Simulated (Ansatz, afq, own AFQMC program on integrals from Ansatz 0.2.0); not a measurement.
AFQMC on a folder of integrals that Ansatz 0.2.0 wrote.

```yaml
crystal:
  periodic: [false, false, false]
  atoms:
    - {symbol: B, position_ang: [0.000000, 0.000000, 1.240597]}
    - {symbol: Al, position_ang: [0.000000, 0.000000, -0.628403]}
    - {symbol: H, position_ang: [0.000000, 1.077612, 1.757635]}
    - {symbol: H, position_ang: [0.000000, -1.077612, 1.757635]}
basis:
  gaussian: {orbitals: cc-pVDZ}
magnetization: {spin_polarized: true, initial_magnetization: 2}
correlation: {method: ccsd_t, electrons: outside_noble_gas, hamiltonian_folder: ham}
```

```sh
$ ansatz run in.yaml --threads 1 --pin off --events-out ev --progress --plain --max-ram 1382MiB
```

Options of the walk:

```
--method free --trial cisd --walkers 60 --time-step 0.03 --max-blocks 80 --target-error 0.00034 --factor-cut 1e-05 --seed 145 --times 0,0.3,0.6,1.2,1.8,2.4,3.6,4.8,6 --taylor-order 8
```

Times are imaginary, in 1/Eh. The walk had a cap of 932 s.

```
orbitals 36  electrons 5 3  factors 278 of 399
reference energy -267.66332663 Eh
CCSD correlation -0.15455664 Eh in 12 cycles, weight of the determinant in the CISD state 0.8902
repeat  energy at the last time / Eh  error
    10  -267.823419  0.001388
    20  -267.823294  0.000804
    30  -267.823642  0.000728
    40  -267.823558  0.000550
    50  -267.823832  0.000482
    60  -267.823874  0.000526
    70  -267.824060  0.000493
    80  -267.824170  0.000444
time / (1/Eh)  energy / Eh  error  mean overlap
  0.00  -267.817949  0.000095  1.1241
  0.30  -267.820815  0.000110  1.1272
  0.60  -267.822314  0.000138  1.1303
  1.20  -267.823843  0.000177  1.1297
  1.80  -267.824366  0.000178  1.1236
  2.40  -267.824504  0.000253  1.1157
  3.60  -267.825028  0.000285  1.0975
  4.80  -267.824492  0.000315  1.1318
  6.00  -267.824170  0.000444  1.1093
energy -267.824170 +/- 0.000444 Eh
```

Q: Estimate how long the walk took on 1 thread of Arm Neoverse V2 (shared host).

A: 4.2 min of wall time.

The run passed its tests (error under three times the target), which doesn't prove that it has relaxed.

Against this walk (error 12.1 meV) on the same determinant: CCSD(T) 27.6 meV higher, CCSDT(Q) 14.4 meV lower (within the noise). The error is statistical, and a free projection of finite length keeps a remainder of its start.

Cautions: remainder of the start not in the error; error above the target (12.1 against 9.3 meV); lower spins were not checked.

CCSDT and higher add their correlation energy to the determinant of the CCSD(T) run, since their own runs factorise the integrals more tightly (a shift of under 2 meV). A walk keeps the symmetry of its determinant, which the program's search chose and which needn't be the lowest solution, so a lower state of the same spin and another symmetry isn't excluded.
